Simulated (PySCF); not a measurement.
SiCl₄, SMILES Cl[Si](Cl)(Cl)Cl. Atoms are numbered in the order given.

```xyz
5

Cl     1.1814    -1.1814     1.1814
Si     0.0000     0.0000     0.0000
Cl    -1.1814    -1.1814    -1.1814
Cl    -1.1814     1.1814     1.1814
Cl     1.1814     1.1814    -1.1814
```

Geometry: B3LYP-D3(BJ)/def2-SVP. The isomer is the one that the SMILES or the coordinates give; other isomers of the formula were not compared.

All values below come from CAM-B3LYP/def2-TZVP (PySCF).

Symmetry labels are those of the subgroup D2 that the program uses (full group Td).

Computed valence orbital energies around the gap with their symmetry:
```csv
orbital,symmetry,energy (eV)
HOMO−7,A,-12.07
HOMO−6,A,-12.07
HOMO−5,B1,-11.72
HOMO−4,B2,-11.72
HOMO−3,B3,-11.72
HOMO−2,B1,-10.92
HOMO−1,B2,-10.92
HOMO,B3,-10.92
LUMO,A,0.19
LUMO+1,B1,1.65
LUMO+2,B2,1.65
LUMO+3,B3,1.65
```
